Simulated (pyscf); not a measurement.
H₂O (SMILES O) + H₂N–GaH₂ (SMILES [NH2][GaH2]) → HO–GaH₂ (SMILES [OH][GaH2]) + NH₃ (SMILES N), a four-centre exchange (singlet surface; H–O, Ga–N broken, Ga–O, H–N formed). Single points on ωB97X-D3(BJ)/def2-SVP structures (PySCF, gas phase). Correlated levels are frozen-core, on RHF or UHF. ΔMP2 is the change of the MP2 total energy from the triple- to the quadruple-zeta basis. Energies in kcal/mol from the separated reactants.

Small-basis levels: PySCF, no dispersion term, spherical d functions. AM1 to PM7: differences of heats of formation from MOPAC, which are fitted to 298 K values and so differ in kind from electronic energies by zero-point and thermal terms. GFN2-xTB: tblite. Cost: rough CPU time at the saddle relative to B3LYP/6-31G*+LANL2DZ, from one job on a shared machine.

```tsv
level	barrier	reaction energy	cost
HF/STO-3G	-18.6	+5.6	0.10
SVWN5/6-31G*+LANL2DZ	-30.2	-6.1	1
BP86/6-31G*+LANL2DZ	-17.9	-7.5	1
PBE/6-31G*+LANL2DZ	-19.6	-7.5	1
B3LYP/LANL2DZ	-16.9	-2.4	0.9
B3LYP/6-31G*+LANL2DZ	-14.9	-8.0	1
M06-2X/6-31G*+LANL2DZ	-17.1	-5.8	2
B3LYP/6-311+G**+LANL2DZ	-6.4	-4.0	2
PBE/def2-SVP	-19.2	-5.3	3
GFN2-xTB	-15.4	-17.0	under 0.02
PM3	4.9	+17.3	under 0.02
PM6	2.6	-2.1	under 0.02
CCSD(T)/def2-TZVPP + ΔMP2(QZVPP)	-7.3	-3.2	–
```

Against the last row the barrier runs from -22.9 (SVWN5/6-31G*+LANL2DZ) to +12.2 kcal/mol (PM3). CCSD(T)/def2-TZVPP + ΔMP2(QZVPP) has limits of its own. On the reactant side the descent ends in an adduct with a Ga–O contact, 14.0 kcal/mol under the separated species and 4.0 kcal/mol under the saddle at ωB97X-D3(BJ)/def2-TZVP. On the product side the descent ends in an adduct with a Ga–N contact, 23.3 kcal/mol under the separated species and 17.7 kcal/mol under the saddle at ωB97X-D3(BJ)/def2-TZVP. At CCSD(T) the saddle lies under the separated reactants, which points to a path from their complex (located at ωB97X-D3(BJ) alone). At CCSD(T) the saddle lies under the separated products, which points to a path from their complex (located at ωB97X-D3(BJ) alone). What is counted as formed (Ga–O) is already present as a longer contact in the reactant adduct; forming that adduct is a step of its own. What is counted as broken (Ga–N) persists as a longer contact in the product adduct; parting that adduct is a step of its own. At ωB97X-D3(BJ)/def2-TZVP the barrier from the zero used here is -10.0 kcal/mol. This is the saddle that the search found; another between the same sides may lie lower. The CCSD(T) − MP2 part came from Ansatz, without density fitting, on the same reference. The frozen core leaves the outer d or s,p core shells of the metals and heavy elements correlated in the MP2 and CC values, and def2-TZVPP describes them poorly, which can shift differences by a few kcal/mol. In the def2 sets elements up to Kr have no core potential.
